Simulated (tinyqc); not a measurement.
UHF in the sto-3g basis, for BH, spin multiplicity 3, step by step. One step of it, computed by the program tinyqc.

Task: Iteration 11 (converged): orbitals. Diagonalise F' = X^T F X, C = X C', fill 4 alpha and 2 beta electrons from the bottom; D(s) = C_occ C_occ^T. Each column has its largest component positive (the first on a tie).

converged F(alpha) (hartree):
```
            1B 1s      1B 2s     1B 2px     1B 2py     1B 2pz      2H 1s
1B 1s   -7.278989  -2.142730   0.000000   0.000000   0.000355  -0.080657
1B 2s   -2.142730  -1.030144   0.000000   0.000000   0.120108  -0.162559
1B 2px   0.000000   0.000000   0.278684  -0.042753   0.000000   0.000000
1B 2py   0.000000   0.000000  -0.042753  -0.205711   0.000000   0.000000
1B 2pz   0.000355   0.120108   0.000000   0.000000   0.211623  -0.171765
2H 1s   -0.080657  -0.162559   0.000000   0.000000  -0.171765  -0.445305
```

converged F(beta) (hartree):
```
            1B 1s      1B 2s    1B 2px    1B 2py     1B 2pz      2H 1s
1B 1s   -7.252512  -2.112887  0.000000  0.000000   0.000648  -0.077426
1B 2s   -2.112887  -0.866066  0.000000  0.000000  -0.144745  -0.171396
1B 2px   0.000000   0.000000  0.326049  0.005498   0.000000   0.000000
1B 2py   0.000000   0.000000  0.005498  0.388345   0.000000   0.000000
1B 2pz   0.000648  -0.144745  0.000000  0.000000   0.292720  -0.091899
2H 1s   -0.077426  -0.171396  0.000000  0.000000  -0.091899   0.227758
```

X:
```
                1          2         3          4          5         6
1B 1s   -0.643468   0.518532  0.000000   0.000000  -0.429534  0.460431
1B 2s    0.796746  -0.298754  0.000000   0.000000  -0.267333  0.557226
1B 2px   0.000000   0.000000  0.421723   0.906725   0.000000  0.000000
1B 2py   0.000000   0.000000  0.906725  -0.421723   0.000000  0.000000
1B 2pz   0.341693   0.701781  0.000000   0.000000   0.611400  0.242119
2H 1s   -0.561939  -0.590628  0.000000   0.000000   0.484583  0.410053
```

Give: F' = X^T F X; orbital energies; coefficients C; F' = X^T F X; orbital energies; coefficients C; D(alpha) after iteration 11; D(beta) after iteration 11.

Result:

F' = X^T F X (alpha) (hartree):
```
        1       2       3      4       5       6
1  -1.368   1.479   0.000  0.000  -1.266   1.887
2   1.479  -1.352   0.000  0.000   1.696  -1.655
3   0.000   0.000  -0.152  0.158   0.000   0.000
4   0.000   0.000   0.158  0.225   0.000   0.000
5  -1.266   1.696   0.000  0.000  -2.000   2.253
6   1.887  -1.655   0.000  0.000   2.253  -3.131
```

orbital energies (alpha) (hartree): MO1 -7.284, MO2 -0.505, MO3 -0.394, MO4 -0.209, MO5 0.282, MO6 0.332

coefficients C (alpha):
```
           MO1     MO2     MO3    MO4     MO5     MO6
1B 1s    0.992  -0.211  -0.214  0.000   0.000  -0.074
1B 2s    0.029   0.687   0.750  0.000   0.000   0.265
1B 2px   0.000   0.000   0.000  0.087   0.996   0.000
1B 2py   0.000   0.000   0.000  0.996  -0.087   0.000
1B 2pz   0.000  -0.049  -0.258  0.000   0.000   0.986
2H 1s   -0.003   0.660  -0.705  0.000   0.000  -0.366
```

F' = X^T F X (beta) (hartree):
```
        1       2       3       4       5       6
1  -1.226   1.526   0.000   0.000  -1.589   1.701
2   1.526  -1.025   0.000   0.000   1.643  -1.890
3   0.000   0.000   0.381  -0.020   0.000   0.000
4   0.000   0.000  -0.020   0.333   0.000   0.000
5  -1.589   1.643   0.000   0.000  -1.653   2.313
6   1.701  -1.890   0.000   0.000   2.313  -3.000
```

orbital energies (beta) (hartree): MO1 -7.256, MO2 -0.328, MO3 0.236, MO4 0.326, MO5 0.389, MO6 0.445

coefficients C (beta):
```
           MO1     MO2     MO3     MO4    MO5     MO6
1B 1s    0.993  -0.281   0.120   0.000  0.000  -0.010
1B 2s    0.025   0.954  -0.437   0.000  0.000   0.063
1B 2px   0.000   0.000   0.000   0.996  0.087   0.000
1B 2py   0.000   0.000   0.000  -0.087  0.996   0.000
1B 2pz   0.001   0.231   0.546   0.000  0.000   0.831
2H 1s   -0.002   0.182   0.683   0.000  0.000  -0.754
```

D(alpha) after iteration 11:
```
         1B 1s   1B 2s  1B 2px  1B 2py  1B 2pz   2H 1s
1B 1s    1.074  -0.277   0.000   0.000   0.065   0.009
1B 2s   -0.277   1.036   0.000   0.000  -0.227  -0.075
1B 2px   0.000   0.000   0.008   0.087   0.000   0.000
1B 2py   0.000   0.000   0.087   0.992   0.000   0.000
1B 2pz   0.065  -0.227   0.000   0.000   0.069   0.150
2H 1s    0.009  -0.075   0.000   0.000   0.150   0.934
```

D(beta) after iteration 11:
```
         1B 1s   1B 2s  1B 2px  1B 2py  1B 2pz   2H 1s
1B 1s    1.065  -0.243   0.000   0.000  -0.064  -0.054
1B 2s   -0.243   0.911   0.000   0.000   0.220   0.174
1B 2px   0.000   0.000   0.000   0.000   0.000   0.000
1B 2py   0.000   0.000   0.000   0.000   0.000   0.000
1B 2pz  -0.064   0.220   0.000   0.000   0.053   0.042
2H 1s   -0.054   0.174   0.000   0.000   0.042   0.033
```
